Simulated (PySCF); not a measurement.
# C3H3NS: the cost of one run

Computed with PySCF 2.14.0. Level: levels as typed in each script, gas phase, geometry from GFN2-xTB.

### Step 1. Starting geometry

SMILES `c1cscn1`, 8 atoms, charge 0, spin multiplicity 1.

Bond lengths: C1–C2 1.359 Å, C1–N5 1.353 Å, C1–H6 1.075 Å, C2–S3 1.719 Å, C2–H7 1.071 Å, S3–C4 1.738 Å, C4–N5 1.280 Å, C4–H8 1.071 Å. Angles: C2–C1–N5 115.1°, C2–C1–H6 125.8°, N5–C1–H6 119.1°, C1–C2–S3 110.3°, C1–C2–H7 129.0°, S3–C2–H7 120.7°, C2–S3–C4 88.0°, S3–C4–N5 115.1°, S3–C4–H8 120.7°, N5–C4–H8 124.2°, C1–N5–C4 111.6°.

Geometry (Å):

```csv
atom,x (Å),y (Å),z (Å)
C1,1.2900,-0.5838,0.0000
C2,0.0819,-1.2056,0.0000
S3,-1.1857,-0.0447,0.0000
C4,0.0325,1.1945,0.0000
N5,1.2393,0.7683,0.0000
H6,2.2477,-1.0711,0.0000
H7,-0.1367,-2.2537,0.0000
H8,-0.2406,2.2305,0.0000
```

### Step 2. Density, bond paths and surface potential (HF/cc-pvtz)

input.py reads:

```python
import numpy as np
from pyscf import gto, scf, dft
from pyscf.scf import atom_ks, atom_hf
from scipy.linalg import block_diag

def solve(mol, dm0=None, hcore=None):
    mf = scf.UHF(mol) if mol.spin else scf.RHF(mol)
    mf = mf.density_fit(auxbasis='def2-universal-jkfit')
    mf.conv_tol, mf.max_cycle = 1e-8, 80
    if hcore is not None:
        mf.get_hcore = lambda *args: hcore
    mf.kernel(dm0)
    if not mf.converged:
        mf = mf.newton().run(mf.mo_coeff, mf.mo_occ, max_cycle=30)
    assert mf.converged, 'SCF not converged'
    return mf

mol = gto.M(atom='''
C      1.28997    -0.58378     0.00000
C      0.08185    -1.20557     0.00000
S     -1.18573    -0.04469     0.00000
C      0.03252     1.19448     0.00000
N      1.23931     0.76835     0.00000
H      2.24771    -1.07109     0.00000
H     -0.13666    -2.25366     0.00000
H     -0.24055     2.23053     0.00000
''', basis='cc-pvtz', charge=0, spin=0, verbose=4)
mf = solve(mol)
mf.analyze()
# spherically averaged free atoms, for the promolecule
atm = scf.atom_hf.get_atm_nrhf(mol)
pro = block_diag(*[(atm[a[0]][2] * atm[a[0]][3]) @ atm[a[0]][2].T for a in mol._atom])
np.savez('result.npz', e=mf.e_tot, c=mf.mo_coeff, occ=mf.mo_occ, eps=mf.mo_energy, pro=pro, dip=mf.dip_moment(verbose=0), s2=mf.spin_square()[0])
```

The run is started by

```
> OMP_NUM_THREADS=1 python input.py
```

Q: Estimate wall time and peak memory on 1 thread of Intel Xeon 6975P-C (Granite Rapids), shared host.

About 1.9 s, with a peak of 0.25 GiB.
